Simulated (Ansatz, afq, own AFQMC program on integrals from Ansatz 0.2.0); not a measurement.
Atomization energy of C2H2, singlet

```xyz
4

C     0.0000    0.0000    0.5985
C     0.0000    0.0000   -0.5985
H     0.0000    0.0000    1.6632
H     0.0000    0.0000   -1.6632
```

Connectivity, by distances: CH–CH.

Atoms in their ground-state spins without spin–orbit coupling (mostly on UHF) minus the molecule (RHF), without zero-point energy. The geometry is a stationary point, not shown to be a minimum.

Basis cc-pVDZ. Only valence electrons are correlated. AFQMC by an in-house program on the Cholesky factors that Ansatz 0.2.0 writes for its CCSD(T) run. The CISD trial takes its coefficients from CCSD amplitudes. Released means that phaseless walkers are propagated on without the constraint, phases kept. Free AFQMC starts from the CCSD state and is never constrained. Its projection time is finite, and what remains of the start isn't in its error. ± is one standard error of the sampling. The errors of all members are added in quadrature.

No full CI on the walks' own integrals is used here; CCSDT(Q) serves as the reference and is uncertain by about the last step of the cluster series. Each member takes its own surest rung, up to full CI.

The best estimate is CCSD(T) at the basis-set limit (CBS: def2-TZVPP and def2-QZVPP, with their diffuse functions for anions and beside diffuse sets, CCSD(T) itself extrapolated) plus the step from CCSD(T) to CCSDT(Q) in cc-pVDZ. Rows without CBS are in cc-pVDZ, the functionals in def2-TZVP; B2PLYP and the wave-function rows carry a basis error of their own. Core correlation and relativity beyond core potentials are missing, and ± holds the sampling alone.

Cautions: other spins of the molecule weren't checked.

```
 level  atomization energy (kJ/mol)
r2SCAN                       1681.8
   MP2                       1589.2
    HF                       1192.9
```

Task: From these cheaper values, estimate the atomization energy at the level of the best estimate.

Result: 1689.6 kJ/mol (best estimate, highest rung CCSDT(Q)).

```csv
level,atomization energy (kJ/mol),error against the best estimate (kJ/mol)
CCSD,1523.4,-166.2
CCSD(T),1547.2,-142.4
CCSDT,1546.6,-143.0
CCSDT(Q),1549.1,-140.5
ph-AFQMC/CISD,1549.7 ± 1.7,-139.9 ± 1.7
released AFQMC,1546.8 ± 1.7,-142.8 ± 1.7
free AFQMC,1552.0 ± 1.9,-137.6 ± 1.9
HF/CBS,1230.3,-459.3
MP2/CBS,1731.6,42.0
CCSD(T)/CBS,1687.8,-1.9
PBE,1732.3,42.7
PBE0,1689.1,-0.6
B3LYP,1683.5,-6.1
wB97M-V,1688.9,-0.8
B2PLYP,1678.6,-11.1
```

Correlation beyond CCSD(T) adds 1.9 kJ/mol. Going to the basis-set limit adds 140.5 kJ/mol at CCSD(T). The perturbative (T) step is worth +23.8 kJ/mol. The functionals spread over 53.7 kJ/mol; PBE0 and wB97M-V come nearest and PBE is 42.7 kJ/mol too high.

Best estimates are given only where the step beyond CCSD(T) is under 0.3 eV and no member's determinant is very poor (T1 over 0.05, or 0.07 for open shells, ⟨S²⟩ too high by 0.3, two states mixed), so the hardest cases are missing from such tables.

The functionals ran in a triple-zeta set and keep a basis error of their own, a few kJ/mol for each bond in atomization energies and more for double hybrids, so close places among them and the extrapolated levels can swap.

CCSDT and higher add their correlation energy to the determinant of the CCSD(T) run, since their own runs factorise the integrals more tightly (a shift of under 2 meV). Free projections are given only where their last times agree within the noise and don't stop above the reference; a slow remainder of the start can still hide under it. Each member of a difference takes its own highest rung, so a best estimate needn't equal the limit plus the step of one row. A walk keeps the symmetry of its determinant, which the program's search chose and which needn't be the lowest solution, so a lower state of the same spin and another symmetry isn't excluded. Released energies are given only where the last usable release times agree within the noise; a slower fall can still hide under it.
